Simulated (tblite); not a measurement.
Record of a relaxation.

C₂H₅P.
Bonds: C1–C2, C2–P3, C1–P3. Hydrogens: H4, H5 on C1; H6, H7 on C2; H8 on P3.

Computed with GFN2-xTB (tblite), gas phase: L-BFGS steps from a force-field or distance-geometry start until the largest atomic force falls under 0.01 eV/Å. 14 of its 24 geometries are shown.

Step 0: E = -252.6380 eV, largest atomic force 1.956 eV/Å
```
atom  x, y, z in Å  |  force x, y, z in eV/Å
C1     -0.147    0.825    0.001    1.177   0.758   0.483
C2     -0.656   -0.572   -0.018    0.276  -0.969   1.579
P3      1.087   -0.413   -0.660   -0.180   0.142  -1.943
H4      0.112    1.294    0.976   -0.421  -0.400  -0.702
H5     -0.419    1.558   -0.767   -0.165  -0.399   0.376
H6     -0.761   -1.046    0.996   -0.069   0.424  -1.007
H7     -1.414   -0.910   -0.731    0.406   0.255   0.195
H8      2.207   -0.727    0.178   -1.023   0.188   1.019
```

Step 2: E = -252.9043 eV, largest atomic force 1.260 eV/Å
```
atom  x, y, z in Å  |  force x, y, z in eV/Å
C1     -0.104    0.833    0.009    0.294  -0.593  -0.533
C2     -0.635   -0.590    0.020    0.577   0.528  -0.908
P3      1.077   -0.407   -0.732    0.055  -0.061  -0.301
H4      0.100    1.284    0.958    0.135   0.104   0.287
H5     -0.428    1.543   -0.751   -0.243  -0.215   0.246
H6     -0.764   -1.037    0.972   -0.014  -0.334   0.612
H7     -1.394   -0.897   -0.718    0.406   0.295   0.375
H8      2.157   -0.718    0.217   -1.210   0.275   0.221
```

Step 4: E = -253.0816 eV, largest atomic force 0.991 eV/Å
```
atom  x, y, z in Å  |  force x, y, z in eV/Å
C1     -0.046    0.815   -0.009   -0.228  -0.004  -0.118
C2     -0.584   -0.587    0.016    0.182  -0.017  -0.360
P3      1.077   -0.408   -0.811    0.474  -0.238   0.801
H4      0.098    1.277    0.953    0.456  -0.011   0.084
H5     -0.452    1.516   -0.724   -0.256   0.034  -0.069
H6     -0.764   -1.044    0.975    0.377  -0.112   0.121
H7     -1.355   -0.868   -0.689   -0.102   0.148  -0.103
H8      2.036   -0.692    0.263   -0.903   0.200  -0.356
```

Step 5: E = -253.1348 eV, largest atomic force 0.615 eV/Å
```
atom  x, y, z in Å  |  force x, y, z in eV/Å
C1     -0.031    0.810   -0.017   -0.265   0.211   0.108
C2     -0.562   -0.588    0.009   -0.079  -0.252   0.059
P3      1.090   -0.414   -0.819    0.212  -0.097   0.569
H4      0.108    1.273    0.953    0.481  -0.088  -0.107
H5     -0.467    1.508   -0.717   -0.187   0.055  -0.128
H6     -0.755   -1.048    0.978    0.490   0.016  -0.185
H7     -1.345   -0.855   -0.682   -0.190   0.076  -0.228
H8      1.971   -0.678    0.271   -0.461   0.080  -0.087
```

Step 7: E = -253.1813 eV, largest atomic force 0.588 eV/Å
```
atom  x, y, z in Å  |  force x, y, z in eV/Å
C1     -0.031    0.811   -0.021   -0.172   0.061   0.073
C2     -0.548   -0.596    0.002   -0.227  -0.048   0.073
P3      1.101   -0.420   -0.808   -0.311   0.164  -0.183
H4      0.139    1.268    0.948    0.371  -0.064  -0.156
H5     -0.487    1.504   -0.716   -0.079   0.013  -0.060
H6     -0.724   -1.053    0.973    0.390  -0.046  -0.169
H7     -1.344   -0.840   -0.685   -0.111   0.001  -0.145
H8      1.903   -0.664    0.282    0.139  -0.081   0.566
```

Step 9: E = -253.2386 eV, largest atomic force 0.437 eV/Å
```
atom  x, y, z in Å  |  force x, y, z in eV/Å
C1     -0.052    0.816   -0.022    0.034  -0.135  -0.143
C2     -0.554   -0.604   -0.009   -0.166   0.376  -0.147
P3      1.092   -0.413   -0.800   -0.037   0.133  -0.206
H4      0.218    1.256    0.929    0.039   0.039  -0.131
H5     -0.521    1.501   -0.721    0.016  -0.003   0.140
H6     -0.646   -1.067    0.957    0.004  -0.250   0.044
H7     -1.356   -0.823   -0.704   -0.052  -0.102   0.123
H8      1.828   -0.655    0.345    0.162  -0.057   0.320
```

Step 11: E = -253.2504 eV, largest atomic force 0.171 eV/Å
```
atom  x, y, z in Å  |  force x, y, z in eV/Å
C1     -0.057    0.815   -0.026    0.086   0.032  -0.063
C2     -0.565   -0.594   -0.013   -0.001   0.031   0.025
P3      1.091   -0.407   -0.802    0.114  -0.019   0.077
H4      0.237    1.255    0.917   -0.019   0.058  -0.070
H5     -0.527    1.502   -0.717   -0.016   0.070   0.061
H6     -0.629   -1.081    0.951   -0.054  -0.118  -0.112
H7     -1.364   -0.826   -0.704   -0.083  -0.065   0.108
H8      1.823   -0.656    0.369   -0.026   0.011  -0.027
```

Step 12: E = -253.2528 eV, largest atomic force 0.144 eV/Å
```
atom  x, y, z in Å  |  force x, y, z in eV/Å
C1     -0.054    0.815   -0.029    0.056   0.069  -0.013
C2     -0.567   -0.589   -0.013    0.045  -0.086   0.024
P3      1.093   -0.406   -0.802    0.080  -0.053   0.108
H4      0.238    1.256    0.913   -0.002   0.062  -0.030
H5     -0.527    1.504   -0.714   -0.024   0.084   0.008
H6     -0.629   -1.086    0.947   -0.036  -0.064  -0.116
H7     -1.367   -0.828   -0.700   -0.071  -0.031   0.079
H8      1.823   -0.656    0.373   -0.048   0.020  -0.061
```

Step 14: E = -253.2558 eV, largest atomic force 0.114 eV/Å
```
atom  x, y, z in Å  |  force x, y, z in eV/Å
C1     -0.049    0.817   -0.034   -0.028   0.028   0.038
C2     -0.566   -0.588   -0.014    0.060  -0.095  -0.020
P3      1.099   -0.407   -0.799   -0.029  -0.037   0.014
H4      0.242    1.262    0.906    0.013   0.050   0.014
H5     -0.531    1.510   -0.709    0.007   0.038  -0.031
H6     -0.628   -1.098    0.937   -0.002  -0.010  -0.037
H7     -1.374   -0.832   -0.691   -0.019   0.018   0.021
H8      1.817   -0.655    0.379   -0.002   0.008   0.001
```

Step 16: E = -253.2565 eV, largest atomic force 0.033 eV/Å
```
atom  x, y, z in Å  |  force x, y, z in eV/Å
C1     -0.050    0.819   -0.034   -0.022  -0.020   0.011
C2     -0.564   -0.591   -0.016    0.005   0.000  -0.012
P3      1.099   -0.408   -0.797   -0.020   0.004  -0.026
H4      0.245    1.265    0.905   -0.003   0.026   0.002
H5     -0.532    1.512   -0.710    0.024  -0.008  -0.005
H6     -0.627   -1.102    0.934    0.003  -0.019   0.008
H7     -1.377   -0.832   -0.689    0.002   0.017   0.005
H8      1.814   -0.654    0.381    0.011   0.001   0.017
```

Step 18: E = -253.2566 eV, largest atomic force 0.020 eV/Å
```
atom  x, y, z in Å  |  force x, y, z in eV/Å
C1     -0.051    0.818   -0.033    0.004  -0.007   0.002
C2     -0.563   -0.592   -0.016   -0.012   0.008   0.011
P3      1.098   -0.408   -0.798    0.007   0.009   0.003
H4      0.244    1.267    0.905   -0.008   0.008  -0.005
H5     -0.530    1.513   -0.710    0.013  -0.015  -0.001
H6     -0.627   -1.103    0.933    0.005  -0.016   0.003
H7     -1.377   -0.831   -0.688   -0.003   0.010  -0.003
H8      1.816   -0.654    0.382   -0.007   0.004  -0.009
```

Step 19: E = -253.2567 eV, largest atomic force 0.020 eV/Å
```
atom  x, y, z in Å  |  force x, y, z in eV/Å
C1     -0.051    0.818   -0.032    0.012   0.004   0.003
C2     -0.564   -0.592   -0.016   -0.011   0.002   0.016
P3      1.098   -0.408   -0.798    0.010   0.006   0.014
H4      0.244    1.268    0.905   -0.007   0.002  -0.004
H5     -0.529    1.512   -0.711    0.005  -0.013  -0.005
H6     -0.627   -1.104    0.933    0.006  -0.011  -0.003
H7     -1.378   -0.830   -0.688   -0.005   0.008  -0.005
H8      1.816   -0.654    0.381   -0.011   0.004  -0.016
```

Step 21: E = -253.2567 eV, largest atomic force 0.017 eV/Å
```
atom  x, y, z in Å  |  force x, y, z in eV/Å
C1     -0.051    0.817   -0.031    0.011   0.013   0.002
C2     -0.564   -0.592   -0.015    0.000  -0.002   0.007
P3      1.098   -0.408   -0.798   -0.001  -0.002   0.011
H4      0.243    1.270    0.905   -0.002  -0.003   0.006
H5     -0.528    1.511   -0.711   -0.007  -0.006  -0.011
H6     -0.626   -1.107    0.933    0.004  -0.002  -0.008
H7     -1.378   -0.829   -0.688   -0.003   0.003  -0.001
H8      1.815   -0.653    0.381   -0.003  -0.001  -0.007
```

Step 23: E = -253.2568 eV, largest atomic force 0.009 eV/Å
```
atom  x, y, z in Å  |  force x, y, z in eV/Å
C1     -0.051    0.817   -0.031   -0.001   0.002   0.000
C2     -0.564   -0.592   -0.015    0.003   0.005  -0.004
P3      1.098   -0.408   -0.798   -0.003  -0.002  -0.004
H4      0.243    1.271    0.905   -0.001   0.000   0.006
H5     -0.527    1.510   -0.712   -0.005  -0.003  -0.005
H6     -0.626   -1.108    0.933    0.001  -0.001  -0.003
H7     -1.379   -0.828   -0.688    0.001   0.003   0.004
H8      1.814   -0.653    0.381    0.005  -0.005   0.005
```

Task: Summarise the path.

Result: The energy falls by 14.27 kcal/mol from step 0 to step 23; nine tenths of that is first reached at step 8. It falls at every step. The largest force goes from 1.956 to 0.009 eV/Å. Among the bonds C2–H6 changes most, from 1.124 to 1.081 Å; the atoms move by 0.198 Å rms after alignment.
